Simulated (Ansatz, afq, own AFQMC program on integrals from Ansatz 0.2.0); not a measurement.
# AlB, singlet in cc-pVDZ, levels against full CI

```yaml
atoms:
  - { symbol: B, position_ang: [0.0000, 0.0000, 0.0000] }
  - { symbol: Al, position_ang: [0.0000, 0.0000, 4.4740] }
```

Basis cc-pVDZ. Noble-gas cores (and the filled d shells of Ga–Kr and In–Xe) are frozen. Integrals, coupled cluster, full CI and functionals: Ansatz 0.2.0; the random walks run on the same integrals in our own AFQMC program. The CISD trial takes its coefficients from CCSD amplitudes. Released means that phaseless walkers are propagated on without the constraint, phases kept. Error bars are statistical, one sigma.

Determinant: RHF, the one that the program's search chose, which needn't be the lowest solution. The geometry is a point of a scan.

Full CI on the same integrals is exact in this basis and with this determinant's frozen core.

Cautions: higher spins were not checked; restricted determinant unstable towards unrestricted (UHF 2.07 eV lower, ⟨S²⟩ 1.02); strong correlation (T1 0.053, weight of the determinant 0.66, largest double 0.56); (T) is large, 8 % of the CCSD correlation; the CCSD(T) amplitudes may be one of several solutions (largest double 0.56); the CCSDT(Q) amplitudes may be one of several solutions (largest double 0.66); the CCSDTQ amplitudes may be one of several solutions (largest double 0.67); the released energies are still falling, so no released level is given (meV from the phaseless value at times in 1/Eh: -16 ± 9 at 0.24, -31 ± 9 at 0.51, -44 ± 7 at 0.99, -68 ± 6 at 1.62, -89 ± 8 at 2.40); CCSDTQ on the UHF determinant differs (56 meV higher), by its state or its frozen core.

* T1 diagnostic: 0.0530
* weight of the determinant in the CISD state: 0.663
* size of the correlated space: 6 electrons in 26 orbitals

Reference: full CI, correlation energy -5.069 eV. The cautions show a poor starting determinant, so the rows tell how each method copes with it here, and full CI is the sure value.

| level | E − E(reference) (kJ/mol) | share of correlation (%) |
| --- | --- | --- |
| HF | 489.1 | 0.00 |
| MP2 | 197.5 | 59.61 |
| CCSD | 40.3 | 91.75 |
| CCSD(T) | 3.5 | 99.28 |
| CCSDT | 2.1 | 99.56 |
| CCSDT(Q) | 0.2 | 99.95 |
| CCSDTQ | 0.2 | 99.97 |
| ph-AFQMC/CISD | 18.2 ± 0.7 | 96.28 |

CCSDT and higher add their correlation energy to the determinant of the CCSD(T) run, since their own runs factorise the integrals more tightly (a shift of under 2 meV). A walk keeps the symmetry of its determinant, which the program's search chose and which needn't be the lowest solution, so a lower state of the same spin and another symmetry isn't excluded.
